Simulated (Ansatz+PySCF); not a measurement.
A calculation with PySCF 2.14.0.

```python
from pyscf import gto, scf, cc

mol = gto.M(atom="""
F 0.000000 0.000000 0.000000
F 0.000000 0.000000 1.760000
""", basis='6-31g', charge=1, spin=1)
mf = scf.UHF(mol)
mf.kernel()
mycc = cc.CCSD(mf, frozen=2).run()
et = mycc.ccsd_t()
print(mf.e_tot, mycc.e_corr, et, mycc.e_tot + et)
```

The script is written out from the run's settings.

Output:

```yaml
Converged: yes
Reference_energy: -197.93760 hartree
CCSD_correlation_energy: -0.37227 hartree
Triples_correction: -0.02186 hartree
Total_energy: -198.33173 hartree
Spin_squared_of_the_determinant: 0.763
```

This is not the lowest solution: another run reaches a determinant 5.42 eV lower. Caution: large amplitudes, a single reference is doubtful; the charge can sit on one fragment and break the point group; another reference gives a lower total.
